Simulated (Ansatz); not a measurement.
# SiH₂O (triplet): from Hartree-Fock to the top rungs at distance O1–H3 along a hydrogen transfer = 1.434 Å, cc-pVDZ

An exercise on one series of results from a longer session: the logs are not shown, and one member is left open.

Computed with Ansatz 0.2.0, Gaussian basis. Level: cc-pVDZ, core rule «outside noble gas», up to 6 orbitals frozen.

To be run: UHF; CCSD(T) on ROHF; CCSD(T) on UHF; BCCD(T) on ROHF; CISD; CCSDT(Q) on ROHF; CCSDT(Q) on UHF; CASSCF and MRCISD+Q, 4 electrons in 4 orbitals; CASSCF and NEVPT2, 4 electrons in 4 orbitals.

16 further runs of the same task are left out: 8 for a known fault of the program, 8 that didn't finish.

### The system

The geometry derives from fragments relaxed apart (PBE0/def2-TZVP) and kept rigid, so it is no stationary point. A hydrogen atom is moved between rigid fragments.

4 atoms, charge 0, spin multiplicity 3.

Atoms are counted from 1 here; the program's logs count them from 0.

Bond lengths: O1–H2 0.960 Å, H3–Si4 1.630 Å.

As a file:

```xyz
4
H2OSi
O    -1.0622   -0.2316    0.0000
H    -1.3115    0.6949    0.0000
H     0.3718   -0.2316    0.0000
Si    2.0018   -0.2316    0.0000
```

The first run:

Contents of in.yaml:

```yaml
crystal:
  periodic: [false, false, false]
  atoms:
    - {symbol: O, position_ang: [-1.062173, -0.231644, 0.000000]}
    - {symbol: H, position_ang: [-1.311482, 0.694932, 0.000000]}
    - {symbol: H, position_ang: [0.371827, -0.231644, 0.000000]}
    - {symbol: Si, position_ang: [2.001827, -0.231644, 0.000000]}
basis:
  gaussian: {orbitals: cc-pVDZ}
magnetization: {spin_polarized: true, initial_magnetization: 2}
hamiltonian: {xc: hf}
output: {orbitals: {seedname: orbitals}}
```

On the command line:

```
$ ansatz run in.yaml --threads 1 --pin off --events-out ev --progress --plain --max-ram 2393MiB
```

Steps of the session up to this table: UHF; CCSD(T) on ROHF; CCSD(T) on UHF; BCCD(T) on ROHF; CISD; CCSDT(Q) on ROHF; CCSDT(Q) on UHF; CASSCF and MRCISD+Q, 4 electrons in 4 orbitals; CASSCF and NEVPT2, 4 electrons in 4 orbitals.

One table of the session follows, with a row left open; its other results are not shown here.

It belongs to the step «Misses and costs». 

| method | from UCCSDT(Q) (kJ/mol) |
| --- | --- |
| ROHF | +790.7 |
| UHF | +753.5 |
| RMP2 | +129.6 |
| UMP2 | +126.7 |
| CISD | ? |
| RCCSD | +23.5 |
| UCCSD | +22.3 |
| RCCSD(T) | +5.7 |
| UCCSD(T) | +5.7 |
| BCCD(T) | +5.3 |
| RCCSDT | +2.1 |
| UCCSDT | +2.0 |
| RCCSDT(Q) | 0.0 |
| UCCSDT(Q) | 0 |
| CASSCF pair | +720.5 |
| NEVPT2 pair | +102.5 |
| MRCISD pair | +76.9 |
| MRCISD+Q pair | +13.4 |

Estimate the missing values for CISD.

**Answer.** from UCCSDT(Q) (kJ/mol): +97.5. In the column «from UCCSDT(Q) (kJ/mol)» it lies between MRCISD pair (+76.9) and NEVPT2 pair (+102.5).

Limits of these values: Restricted and unrestricted rows rest on different reference determinants; where their highest levels disagree by more than a few hundredths of an eV, they describe different states and don't form one ladder.
